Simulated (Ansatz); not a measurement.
# BH₅S: small, medium and large basis sets

The task here is to estimate one member of a computed series from the others.

The runs use Ansatz 0.2.0, Gaussian basis; one geometry, several basis sets.

Plan: PBE0-D4/def2-SVP; ωB97M-V/def2-SVP; PBE0-D4/def2-QZVPP; ωB97M-V/def2-QZVPP; the functionals' def2-TZVPP values are taken from earlier runs.

1 further run of the same task is left out (it didn't finish).

### The geometry

The geometry comes from an earlier relaxation with PBE0-D4 in a triple-zeta def2 set; it is a stationary point, not always the lowest conformer.

SMILES `[BH3-][SH2+]`, 7 atoms, charge 0, spin multiplicity 1.

Atoms are counted from 1 here; the program's logs count them from 0.

Bond lengths: B1–S2 1.975 Å, B1–H3 1.207 Å, B1–H4 1.203 Å, B1–H5 1.207 Å, S2–H6 1.346 Å, S2–H7 1.346 Å. Angles: S2–B1–H3 100.3°, S2–B1–H4 107.0°, S2–B1–H5 100.3°, H3–B1–H4 116.2°, H3–B1–H5 113.7°, H4–B1–H5 116.2°, B1–S2–H6 103.7°, B1–S2–H7 103.7°, H6–S2–H7 92.5°.

Set-up of the first run:

in.yaml

```yaml
crystal:
  periodic: [false, false, false]
  atoms:
    - {symbol: B, position_ang: [-0.525616, -0.461458, -0.504290]}
    - {symbol: S, position_ang: [0.568563, 0.977619, 0.290913]}
    - {symbol: H, position_ang: [-1.623249, 0.036381, -0.431546]}
    - {symbol: H, position_ang: [-0.344440, -1.447629, 0.159704]}
    - {symbol: H, position_ang: [-0.075431, -0.482144, -1.624494]}
    - {symbol: H, position_ang: [0.286010, 0.903810, 1.604918]}
    - {symbol: H, position_ang: [1.775363, 0.405521, 0.458896]}
basis:
  gaussian: {orbitals: def2-SVP}
hamiltonian: {xc: pbe0, dispersion: d4}
output: {orbitals: {seedname: orbitals}}
```

Among the steps run: PBE0-D4 in def2-SVP; ωB97M-V in def2-SVP; PBE0-D4 in def2-QZVPP; ωB97M-V in def2-QZVPP.

One table of the session follows, with a row left open; its other results are not shown here.

It belongs to the step «Functionals by basis». 

```
functional       basis  HOMO (eV)  LUMO (eV)
   PBE0-D4    def2-SVP      -8.23       0.02
   PBE0-D4  def2-TZVPP          ?          ?
   PBE0-D4  def2-QZVPP      -8.37      -0.42
   ωB97M-V    def2-SVP     -10.48       2.09
   ωB97M-V  def2-TZVPP     -10.66       1.56
   ωB97M-V  def2-QZVPP     -10.67       1.02
```

Q: Estimate the row for PBE0-D4, def2-TZVPP from the others.

As computed: HOMO (eV): -8.36; LUMO (eV): -0.35. In the column «HOMO (eV)» it lies between PBE0-D4, def2-QZVPP (-8.37) and PBE0-D4, def2-SVP (-8.23).
